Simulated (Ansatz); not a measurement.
What does this script print? It uses the Python package of Ansatz (0.2.0).

`run_torsion.py`:
```python
"""Rigid torsion scan of H4SSi."""

import ansatz as az
from ase import Atoms

atoms = Atoms(["Si", "S", "H", "H", "H", "H"], positions=[
    (-0.133, -0.335, -0.4267),
    (0.8842, 0.0064, 1.3904),
    (-1.6561, -0.0469, -0.2006),
    (0.1089, -1.667, -0.9198),
    (0.3177, 0.6779, -1.4576),
    (0.5205, 1.3006, 1.5682),
])

# start the scan from a relaxed geometry
first = (
    az.Crystal.molecule_from_ase(atoms).calculation()
    .basis(gaussian="def2-SVP")
    .functional("pbe0")
    .relax(force_tolerance=0.02, max_steps=80)
)
atoms.positions = first.run().report["positions_ang"]

start = atoms.get_dihedral(2, 0, 1, 5)
energies = {}
for turn in range(0, 360, 40):
    turned = atoms.copy()
    turned.set_dihedral(2, 0, 1, 5, start + turn, indices=[1, 5])
    calc = (
        az.Crystal.molecule_from_ase(turned).calculation()
        .basis(gaussian="def2-SVP")
        .correlation("mp2")
    )
    energies[round((start + turn) % 360)] = calc.run().report["free_energy_ev"]
floor = min(energies.values())
print("dihedral H2-Si0-S1-H5 (deg)   E - E(min) (kcal/mol)")
for angle, e in sorted(energies.items()):
    print(f"{angle:8d} {23.060548 * (e - floor):14.3f}  " + "#" * int(30 * (e - floor) / max(max(energies.values()) - floor, 1e-9)))
```

Running `python run_torsion.py` prints:
```text
dihedral H2-Si0-S1-H5 (deg)   E - E(min) (kcal/mol)
      19          1.814  ##############################
      59          1.141  ##################
      99          1.244  ####################
     139          1.252  ####################
     179          1.143  ##################
     219          1.812  #############################
     259          1.079  #################
     299          0.000
     339          1.068  #################
```

Notes:
- The scan is rigid and the energies are electronic, in a modest basis. With rigid groups the curve can differ much from the relaxed path, the start wasn't checked as a minimum of this torsion, and equivalent turns needn't return to the same energy.
- The start is relaxed with a density functional and scanned with the wavefunction method, so it isn't exactly that method's minimum.
- Hardware and time: 13 s on 1 thread of Intel(R) Xeon(R) Platinum 8259CL CPU @ 2.50GHz (Skylake/Cascade Lake) (shared host), peak memory 0.19 GiB.
